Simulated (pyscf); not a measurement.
This saddle point was located with ωB97X-D3(BJ)/def2-SVP in PySCF.

```xyz
13

B      0.3909    -0.8372     1.4619
H      0.1610    -0.0948     0.3562
H      1.5478    -0.9336     1.8028
H     -0.3900    -1.7387     1.6651
C      0.1180     0.2429    -1.0109
C     -0.6488     1.8772     0.2146
C     -0.6591     1.6890     1.4623
H      0.5468    -0.7552    -1.2095
H      0.8251     0.9795    -1.4091
H     -0.8471     0.2849    -1.5287
H     -0.8730     2.5555    -0.5999
H     -0.1716     0.4917     1.6068
H     -0.9061     2.1184     2.4290
```
Charge 0, spin multiplicity 1.

Surface: singlet, charge 0. Lowest wavenumbers (cm⁻¹): 1641i, 115, 176, 255, 258.

**Question.** What reaction is this the transition state of?

**Answer.** borane (BH₃) + propene (H₂C=CH–CH₃) ⇌ borane (BH₃) + methane (CH₄) + acetylene (HC≡CH), a multi-bond step read from left to right: B–H, C–C, C–H broken and B–H, C–H formed. At CCSD(T)/def2-TZVPP + ΔMP2(QZVPP) it lies +4.89 eV from the left side and +3.34 eV from the right (each side as separated species at their lowest minima found). On the reactant side the descent ends in a bound adduct (not fully relaxed), 0.60 eV under the separated species and 5.69 eV under the saddle at ωB97X-D3(BJ)/def2-TZVP. At ωB97X-D3(BJ)/def2-TZVP the barrier from the zero used here is 5.09 eV. The same reactants have a lower exit, to •H₂C–CH=CH₂ + H• + BH₃ (no saddle counted: cutting one bond costs +4.08 eV at ωB97M-D3(BJ)/def2-TZVP, against +4.95 eV here). One saddle was located; it need not be the lowest between these sides. The CCSD(T) − MP2 part came from Ansatz, without density fitting, on the same reference.
